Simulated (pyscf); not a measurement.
7 gas-phase steps of one pattern: four-centre exchange on the singlet surface, Al–H + H–O or Ga–H + H–O broken and Al–O + H–H or Ga–O + H–H formed. Structures and frequencies: ωB97X-D3(BJ)/def2-SVP in PySCF. Electronic energies in kcal/mol, between the relaxed ends of the descent from the saddle (adducts or complexes of the species named), with the reactant end as zero; ΔE‡ and ΔE at ωB97X-D3(BJ)/def2-TZVP. Rows were drawn at random from the steps of this pattern with a verified saddle, stable references and a bound adduct at one end at least.

| row | step | ΔE | ΔE‡ |
|---|---|---|---|
| 1 | H₂N–AlH₂ + H₂O → H₂N–AlH–OH + H₂ | -12.2 | 14.8 |
| 2 | HO–AlH₂ + H₂O -> HO–AlH–OH + H₂ | -11.2 | 15.2 |
| 3 | H₂Al–AsH₂ + H₂O → HO–AlH–AsH₂ + H₂ | -9.4 | ? |
| 4 | H₂Al–Cl + H₂O → HO–AlH–Cl + H₂ | -7.2 | 18.1 |
| 5 | Cl–GaH₂ + HO–SiH₃ → H₃Si–O–GaH–Cl + H₂ | -0.2 | 26.2 |
| 6 | H₂Ga–AsH₂ + H₂O -> HO–GaH–AsH₂ + H₂ | +0.5 | 25.0 |
| 7 | GaH₃ + H₂O → HO–GaH₂ + H₂ | +0.8 | 24.4 |

Problem. From a straight line through the complete rows, estimate the missing barrier and say how far the line can be trusted.

Solution. Over the 6 complete rows the means are -4.9 (ΔE) and 20.6 (ΔE‡); least squares gives b = 0.85 and a = 24.8 kcal/mol, with residuals of 0.8 kcal/mol (root mean square; largest 1.6, row 5). For row 3: 24.8 + 0.85 × (-9.4) = 16.8 kcal/mol. The computed barrier is 16.3 kcal/mol, 0.5 under the line. The line follows the complete rows closely. Each barrier is that of the saddle found. Elements up to Kr have no core potential and no relativistic terms here.
